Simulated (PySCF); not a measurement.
## Ionisation energy of N by level of theory

N [He] 2s2 2p3 (4S) → N+ [He] 2s2 2p2 (3P), as a difference of total energies. All numbers are calculated (PySCF 2.14, the non-relativistic Hamiltonian (point nucleus), in def2-TZVP). Correlated levels: valence: 1s2 frozen. The calculations carry no spin-orbit coupling.

```
           method  ionisation energy (eV)
              UHF                  13.898
           M06-2X                  14.539
             PBE0                  14.695
    MP2 (valence)                  14.564
SCS-MP2 (valence)                  14.311
   CCSD (valence)                  14.424
CCSD(T) (valence)                  14.442
```

Q: How much does correlation contribute at CCSD(T) (valence)?

A: 14.442 − (13.898) = 0.544 eV, measured against UHF.

Errors of the correlated levels include the incompleteness of this basis and the frozen core.

For comparison: 14.545 eV (measured; NIST levels, between the centres of gravity of the two terms).
